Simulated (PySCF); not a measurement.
CH3O, SMILES C=[OH+], charge +1.

Geometry: PBE-D3(BJ)/def2-TZVP. The isomer is the one that the SMILES or the coordinates give; other isomers of the formula were not compared.

Two levels are set side by side: TDA-PBE/def2-TZVPD (PySCF) and TDA-LC-ωPBE/def2-TZVPD (PySCF). Vertical, same geometry. The lowest singlet is HOMO→LUMO 100 % with PBE and HOMO→LUMO 99 % with the other functional; states are paired by order. Differences are taken from unrounded values.

```json
[
 {"quantity": "lowest singlet excitation (eV)", "TDA-LC-ωPBE": "6.08", "TDA-PBE": "5.80", "TDA-PBE minus TDA-LC-ωPBE": "-0.28"},
 {"quantity": "lowest triplet excitation (TDA) (eV)", "TDA-LC-ωPBE": "5.19", "TDA-PBE": "4.95", "TDA-PBE minus TDA-LC-ωPBE": "-0.23"},
 {"quantity": "first bright state (f over 0.05) (eV)", "TDA-LC-ωPBE": "10.77", "TDA-PBE": "10.17", "TDA-PBE minus TDA-LC-ωPBE": "-0.61"},
 {"quantity": "its oscillator strength", "TDA-LC-ωPBE": "0.28", "TDA-PBE": "0.06", "TDA-PBE minus TDA-LC-ωPBE": "-0.22"}
]
```

Functionals without exact exchange tend to place singlet excitations lower, as here. Differences between two approximate levels are no errors against the true value.

Rough cost on one machine, each run with all the roots and properties that it gave: TDA-LC-ωPBE against TDA-PBE within a factor of 2.
